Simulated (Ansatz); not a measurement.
Basis-set extrapolation for C4H9O (`[CH2]COCC`) radical (PBE0-D4/def2-TZVP geometry, frozen core, the Gaussian-basis code of Ansatz). Multiplicity 2, UHF reference.

|  | def2-TZVPP | def2-QZVPP |
| --- | --- | --- |
| HF | -231.602121 | -231.613103 |
| MP2 correlation | -0.904990 | -0.966847 |
| CCSD(T) correlation | -0.992947 | not run |

Energies in hartree. Use E(X) = E(∞) + A·exp(−7.88·√X) for Hartree–Fock and E(X) = E(∞) + B·X^(−2.97) for correlation, with X = 3 and 4, and add CCSD(T) minus MP2 of the smaller set to the MP2 limit.

What is the CCSD(T) energy at the basis-set limit?

HF limit: -231.613103 + (-0.010982) × 0.13774 = -231.61462. MP2 limit: -0.966847 + (-0.061857) × 0.74074 = -1.01267. Higher-order term: -0.992947 − (-0.904990) = -0.08796. Total: -232.71525 hartree, 315.5 kJ/mol below CCSD(T)/def2-TZVPP.
